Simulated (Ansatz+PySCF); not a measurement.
**doublet C₂H₃: levels of theory in one basis**

```json
{"atom": "H", "x (Å)": "0.9067", "y (Å)": "1.2429", "z (Å)": "-2.2000"}
{"atom": "H", "x (Å)": "0.9067", "y (Å)": "-1.2010", "z (Å)": "-2.2000"}
{"atom": "H", "x (Å)": "-0.9412", "y (Å)": "-1.2010", "z (Å)": "-2.2000"}
{"atom": "C", "x (Å)": "-0.0172", "y (Å)": "0.6781", "z (Å)": "-2.2000"}
{"atom": "C", "x (Å)": "-0.0172", "y (Å)": "-0.6362", "z (Å)": "-2.2000"}
```

Basis set: cc-pVTZ (spherical functions). Correlated methods keep 2 orbitals frozen. Correlation on ROHF uses semicanonical orbitals with singles. Charge 0, multiplicity 2.

Computed with Ansatz (development build ahead of 0.2.0); each method stands on the lowest determinant of its kind that the runs found.

```
      method  E − E(ROHF) (eV)  <S²> of the determinant
        ROHF              0.00                     0.75
         UHF             -0.23                     0.96
     UHF-MP2             -7.94                     0.96
ROHF-CCSD(T)             -9.26                        –
```

Question: What does ROHF-MP2 give on the same scale?

Answer: -8.18 eV.

Question: Is a single determinant a sound starting point here?

Answer: Only with care. Unrestricted orbitals gain 0.23 eV and <S²> is 0.96 against 0.75 for a pure state, a contamination that matters most for the unrestricted series.

Caution for UHF, UHF-MP2: the unrestricted determinant is spin contaminated. Caution for ROHF-MP2, UHF-MP2: forces differ strongly between restricted and unrestricted references.
